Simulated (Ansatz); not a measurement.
Write a Python script for the Ansatz DFT code, driven from Python that makes a geometry optimisation of C₄H₈O₂, SMILES COC1CCO1. Use: B3LYP, cc-pVDZ basis, multiplicity 1.

```tsv
atom	x (Å)	y (Å)	z (Å)
C	2.2020	-0.5692	0.1270
O	1.0161	-0.1277	0.7706
C	0.0601	0.5243	-0.0848
C	-1.3285	0.7380	0.5209
C	-1.7625	-0.3664	-0.4339
O	-0.4864	-0.3381	-1.1136
H	1.9695	-1.3521	-0.6003
H	2.8754	-0.9801	0.8836
H	2.6984	0.2693	-0.3701
H	0.4809	1.4368	-0.5233
H	-1.4280	0.4957	1.5817
H	-1.7649	1.7199	0.3195
H	-1.9449	-1.3422	0.0260
H	-2.5871	-0.1082	-1.1035
```

The script, `c4h8o2_opt.py`:
```python
"""Relax the C4H8O2 molecule."""

import itertools

import ansatz as az
from ase.data import atomic_numbers, covalent_radii
import numpy as np

SETTINGS = {
    "basis_set": "cc-pVDZ",
    "functional": "b3lyp",
}

molecule = (
    az.Crystal.molecule()
    .atom("C", (2.202, -0.5692, 0.127))
    .atom("O", (1.0161, -0.1277, 0.7706))
    .atom("C", (0.0601, 0.5243, -0.0848))
    .atom("C", (-1.3285, 0.738, 0.5209))
    .atom("C", (-1.7625, -0.3664, -0.4339))
    .atom("O", (-0.4864, -0.3381, -1.1136))
    .atom("H", (1.9695, -1.3521, -0.6003))
    .atom("H", (2.8754, -0.9801, 0.8836))
    .atom("H", (2.6984, 0.2693, -0.3701))
    .atom("H", (0.4809, 1.4368, -0.5233))
    .atom("H", (-1.428, 0.4957, 1.5817))
    .atom("H", (-1.7649, 1.7199, 0.3195))
    .atom("H", (-1.9449, -1.3422, 0.026))
    .atom("H", (-2.5871, -0.1082, -1.1035))
)

calc = (
    molecule.calculation()
    .basis(gaussian=SETTINGS["basis_set"])
    .functional(SETTINGS["functional"])
)
symbols = [site.symbol for site in molecule.cartesian_sites]
start = np.array([site.position_ang for site in molecule.cartesian_sites], dtype=float)
def progress(event):
    if event["event"] == "relax_step":
        row = event["data"]
        print(f"step {row['step']:3d}  E = {row['lagrangian_ev']:.6f} eV  largest force component {row['allowed_force_max_ev_ang']:.4f} eV/A")


rep = calc.relax(force_tolerance=0.005).session().plan().execute(on_event=progress).report
end = np.array(rep["positions_ang"])

for key in ("converged", "free_energy_ev", "reference_energy_ev", "n_frozen", "n_occupied", "n_virtual"):
    print(f"{key:22s} {rep[key]}")

# pairs closer than 1.2 times the sum of covalent radii, before or after
radius = [covalent_radii[atomic_numbers[s]] for s in symbols]
span = lambda where, i, j: np.linalg.norm(where[i] - where[j])
bonded = [(i, j) for i, j in itertools.combinations(range(len(symbols)), 2) if min(span(start, i, j), span(end, i, j)) < 1.2 * (radius[i] + radius[j])]
print("pair        before    after (A)")
for i, j in bonded:
    print(f"{symbols[i]}{i}-{symbols[j]}{j}".ljust(10), f"{span(start, i, j):8.4f} {span(end, i, j):8.4f}")
```

```console
$ python c4h8o2_opt.py
step   1  E = -8371.480810 eV  largest force component 1.2981 eV/A
step   2  E = -8371.602083 eV  largest force component 0.4622 eV/A
step   3  E = -8371.614830 eV  largest force component 0.1399 eV/A
step   4  E = -8371.616759 eV  largest force component 0.0460 eV/A
step   5  E = -8371.617685 eV  largest force component 0.0394 eV/A
step   6  E = -8371.618578 eV  largest force component 0.0382 eV/A
step   7  E = -8371.329538 eV  largest force component 2.5477 eV/A
step   8  E = -8371.619207 eV  largest force component 0.0220 eV/A
step   9  E = -8371.619420 eV  largest force component 0.0258 eV/A
step  10  E = -8371.619472 eV  largest force component 0.0134 eV/A
step  11  E = -8371.619488 eV  largest force component 0.0044 eV/A
converged              True
free_energy_ev         -8371.6197259105
reference_energy_ev    -8371.6197259105
n_frozen               0
n_occupied             [24, 24]
n_virtual              [100, 100]
pair        before    after (A)
C0-O1        1.4197   1.4213
C0-H6        1.0936   1.1037
C0-H7        1.0930   1.0987
C0-H8        1.0939   1.1081
O1-C2        1.4390   1.3915
C2-C3        1.5300   1.5334
C2-O5        1.4494   1.4437
C2-H9        1.0964   1.1095
C3-C4        1.5231   1.5416
C3-H10       1.0927   1.0976
C3-H11       1.0932   1.0980
C4-O5        1.4461   1.4495
C4-H12       1.0941   1.1038
C4-H13       1.0932   1.1031
```

These settings explore the input space; basis and method may be short of convergence. The end point is the stationary point reached from this start; no frequency run checks that it is a minimum, and the basis set is modest. b3lyp holds the VWN-RPA fit, as in Gaussian; the form of ORCA and Turbomole is b3lyp5. Run time: 88 s on 1 thread of Arm Neoverse V1, on a shared host, peak memory 0.37 GiB.
